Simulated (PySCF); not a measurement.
Molecule: butyric acid, C$_{4}$H$_{8}$O$_{2}$.

Geometry (Å), atoms numbered from 1 in this order:
```xyz
14

C    -1.966   -0.314    0.615
C    -0.659    0.439    0.439
C     0.381   -0.359   -0.327
C     1.703    0.345   -0.453
O     1.996    1.389    0.068
O     2.560   -0.336   -1.229
H    -2.705    0.290    1.162
H    -2.411   -0.583   -0.357
H    -1.820   -1.249    1.179
H    -0.834    1.393   -0.084
H    -0.239    0.718    1.418
H     0.037   -0.613   -1.344
H     0.576   -1.333    0.157
H     3.382    0.177   -1.243
```

Geometry PBE0-D3(BJ)/def2-SVP throughout; GIAO in PySCF, gas phase, one conformer, non-relativistic; equivalent atoms averaged; functional PBE0.

(1) How do the shifts δ (against TMS, H2O at the same level) depend on the basis set? (a selection of nuclei; ppm; last column core-seconds on shared hosts with different chips, so compare them loosely)

(2) Which nucleus among those listed moves most, in ppm?

(3) Taking the largest basis, pcSseg-2 (328 functions), as the yardstick, rank the others by their worst heavy-atom deviation.

Results:

(1) 
```tsv
basis set	functions	C4	C3	C2	C1	O5	H14	H12/H13	H10/H11	H7/H8/H9	core-s
STO-3G	38	117.2	29.4	23.8	20.1	398.5	5.28	1.88	1.25	0.84	1.7
6-31G	70	168.4	35.0	18.6	15.1	411.9	5.21	2.48	1.77	1.04	3.3
pcSseg-0	70	189.3	37.9	18.5	16.5	477.6	5.00	2.53	1.61	1.15	7.9
6-31G*	100	160.9	32.8	18.7	14.7	380.7	5.12	2.16	1.69	0.93	4.5
def2-SVP	124	167.1	33.4	18.6	14.4	408.1	5.08	1.96	1.36	0.80	5.2
cc-pVDZ	124	167.1	35.3	21.2	15.8	407.9	4.84	1.98	1.46	0.85	16
pcSseg-1	142	177.0	35.4	19.8	15.1	436.7	5.64	2.10	1.48	0.97	9.4
6-311+G(2d,p)	210	175.8	35.1	19.8	14.1	412.5	5.33	2.24	1.58	0.89	12
aug-cc-pVDZ	210	171.0	35.0	21.0	14.5	393.9	5.56	2.28	1.66	0.98	32
def2-TZVP	234	177.4	35.8	20.6	14.9	421.3	5.38	2.22	1.60	0.89	14
IGLO-III	290	180.5	36.8	20.9	15.0	423.9	5.58	2.28	1.63	0.91	52
cc-pVTZ	292	175.8	35.5	20.4	14.9	421.2	5.57	2.22	1.60	0.91	53
pcSseg-2	328	182.2	37.1	21.2	15.5	426.6	5.77	2.25	1.61	0.93	66
```

(2) O5 (carbonyl oxygen): from 380.7 ppm with 6-31G* to 477.6 ppm with pcSseg-0. The smallest spread is 0.35 ppm, at H7/H8/H9. Proton shifts span only some 12 ppm, so a few tenths of a ppm matter as much there as several ppm in carbon.

(3) IGLO-III 2.7 ppm (290 functions), def2-TZVP 5.2 ppm (234 functions), cc-pVTZ 6.4 ppm (292 functions), pcSseg-1 10.1 ppm (142 functions), 6-311+G(2d,p) 14.0 ppm (210 functions), 6-31G 14.6 ppm (70 functions), def2-SVP 18.4 ppm (124 functions), cc-pVDZ 18.6 ppm (124 functions), aug-cc-pVDZ 32.7 ppm (210 functions), 6-31G* 45.9 ppm (100 functions), pcSseg-0 51.0 ppm (70 functions), STO-3G 65.0 ppm (38 functions).

A small basis that lands close on one nucleus may do so by chance; judge by the trend and by all nuclei.
